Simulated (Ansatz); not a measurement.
CH5NO (`CON`) at its PBE0-D4/def2-TZVP geometry, where that method's forces vanish. Charge 0, multiplicity 1.

```xyz
8

C     0.8342   -0.5919    0.0609
O     0.1727    0.6140    0.3534
N    -1.1329    0.5599   -0.1956
H     0.9249   -0.7481   -1.0196
H     0.3150   -1.4509    0.4997
H     1.8291   -0.5031    0.5013
H    -1.7494    0.7396    0.5928
H    -1.1935    1.3806   -0.7928
```

Problem. What forces (eV/Å) does B3LYP-D4/def2-TZVPP give on these atoms in Ansatz? (Estimate.)

Solution. Ansatz gave: 
```
C1   0.239 -0.302 -0.043
O2   0.336  0.225  0.238
N3  -0.517  0.063 -0.178
H4   0.001  0.000  0.051
H5   0.032  0.034 -0.023
H6  -0.046 -0.016 -0.026
H7  -0.021  0.000 -0.014
H8  -0.024 -0.004 -0.006
```

B3LYP here is the variant with VWN-RPA as its local correlation; programs differ in this.
